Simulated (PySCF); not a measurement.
Gas-phase reaction: 4 SiHF + 3 F2 = 2 SiF3 + 2 SiH2F2

Method: PySCF energies plus ideal-gas RRHO corrections (1 bar). † marks an energy on the PBE0/def2-TZVP geometry and frequencies; other levels use their own. MP2 freezes the core. Open shells (unrestricted): SiF3 (multiplicity 2); the rest are closed-shell singlets. SiHF: computed as isolated molecules; such fragments, hydroxides, amides, oligomers or adducts are transient or little studied in the gas. MP2 isn't extrapolated to the basis-set limit; its ΔH°(298 K) is -2888.7 kJ in def2-SVP and -3064.3 kJ in def2-TZVPP. The harmonic model lacks anharmonicity and excited electronic states, which grow with temperature; levels with a mode under 35 cm⁻¹ are left out.

```tsv
level	ΔE electronic, kJ	ΔH°(298 K), kJ	ΔS°(298 K), J/K	ΔG°(2000 K), kJ
M06-2X/def2-TZVP†	-3033	-2992	-471	-2076
MP2/def2-TZVPP†	-3105	-3064	-471	-2149
PBE/def2-TZVP†	-2791	-2750	-471	-1835
PBE0/def2-TZVP	-2935	-2894	-471	-1979
r2SCAN/def2-TZVP†	-3021	-2980	-471	-2064
ωB97M-V/def2-TZVP†	-2888	-2847	-471	-1931
ωB97X-V/def2-TZVP†	-2933	-2892	-471	-1976
```
ΔH° is lowest at MP2/def2-TZVPP† and highest at PBE/def2-TZVP†. No reference value is set beside these.
